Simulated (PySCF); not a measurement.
Consider trisilane, `[H][Si]([H])([SiH3])[SiH3]` (H8Si3). Coordinates in Å; atoms count from 1 in this order:
```
Si   -0.8123    0.0332   -0.5882
Si   -0.8237   -0.0411    1.7655
H    -0.1627   -1.3088    2.2357
H    -2.2242    0.0066    2.3136
H    -0.0508    1.1303    2.3091
Si    1.4136    0.0164   -1.3526
H     2.0965   -1.2447   -0.8960
H     2.1519    1.1943   -0.7762
H     1.4833    0.0886   -2.8541
H    -1.5045    1.2848   -1.0637
H    -1.5546   -1.1550   -1.1434
```

Level of theory: B3LYP-D3(BJ)/ma-def2-SVP single points in PySCF, grid level 2; every species was optimised with BP86-D3(BJ)/def2-SVP. The prefix ma- adds one diffuse s and one diffuse p function on all atoms but H. Thermal corrections: GFN2-xTB frequencies, unscaled, ideal gas at 298.15 K and 1 bar, quasi-RRHO entropy. These were taken at the GFN2-xTB minima.

Task: What are the vertical and the adiabatic ionisation energy for forming the radical cation?

Result: 9.90 eV vertical and 9.12 eV adiabatic, the latter with zero-point energy.

Task: Where does the unpaired spin of the relaxed radical cation sit?

Result: Si1 (silicon) 0.44, Si6 (silicon) 0.23, Si2 (silicon) 0.23 (intrinsic atomic orbital populations).

Task: What oxidation potential follows in dichloromethane (IEF-PCM), given that Fc+/Fc comes at 4.61 V absolute with this functional and basis?

Result: In the gas phase ΔG of oxidation is 9.097 eV, and solvation is -1.2 kJ/mol for the parent and -190.4 kJ/mol for the product, so the absolute potential is 7.14 V, or 2.53 V against Fc+/Fc. Fc+/Fc in dichloromethane, 4.61 V, is B3LYP-D3(BJ)/ma-def2-SVP on PBE0-D3(BJ)/def2-SVP structures with GFN2-xTB thermal terms (carried over from another solvent by the shift found with PBE0). Benchmark calculations put it near 5.0 V in acetonitrile and DMSO, so it is about 0.4 V low, and the value against it can read up to that much too high. The solvent is electrostatics only, on gas-phase structures; the absolute scale refers to an electron at rest in vacuum.

Task: How far is −ε(HOMO) from the vertical value by ΔSCF?

Result: −ε(HOMO) = 7.86 eV, which is 2.03 eV below the ΔSCF value.

Caveats: ma-def2-SVP is a small basis, whose errors can reach tens of kJ/mol.

Differences come from unrounded values, so a last digit can differ from that of the printed terms.
